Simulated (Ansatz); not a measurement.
Bond stretch in H2, singlet.

Method: full CI/aug-cc-pVTZ, frozen core in Ansatz (an electronic-structure program).

Task: Relative to R = 0.75 Å, what are the energies at R = 0.68, 0.94, 1.49, 2.01 Å?

Result: 1.9 kcal/mol at 0.68 Å, 10.8 kcal/mol at 0.94 Å, 65.3 kcal/mol at 1.49 Å, 95.2 kcal/mol at 2.01 Å.
